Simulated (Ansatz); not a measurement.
Predicting a hybrid from its neighbours: C2H4OS (thioacetic acid)

C2H4OS: 8 atoms, total charge 0, spin state singlet. As SMILES, `CC(=O)S`. Geometry: relaxed at PBE0-D4/def2-TZVP. This is one conformer, not always the lowest.

The HOMO–LUMO gap y, in eV, basis def2-SVP; a is the functional's share of exact exchange. Programs: Ansatz 0.2.0.

| functional | program | a | y (eV) |
| --- | --- | --- | --- |
| r2SCAN | Ansatz | 0 | 5.10 |
| PBE | Ansatz | 0 | 4.56 |
| B3LYP | Ansatz | 0.2 | ? |
| r2SCAN0 | Ansatz | 0.25 | 7.53 |
| PBE0 | Ansatz | 0.25 | 7.17 |
| BHLYP | Ansatz | 0.5 | 9.69 |

Task: Fit y = c + s·a to the known rows and predict B3LYP.

Result: 
1. Means of the 5 rows: a = 0.2000, y = 6.810.
2. Σ(Δa)² = 0.175, Σ(Δa·Δy) = 1.71, so the slope is 1.71/0.175 = 9.7714.
3. Intercept: 6.810 − (9.7714) × 0.2000 = 4.856. The largest residual of the fit is 0.30.
4. B3LYP: 4.856 + (9.7714) × 0.2 = 6.81 eV.

The run gave 6.67 eV, so the prediction is off by +0.14 eV, within the scatter of the fit. Exact exchange lowers occupied levels and raises empty ones. The rows mix families of semi-local functionals, which the line can't see.
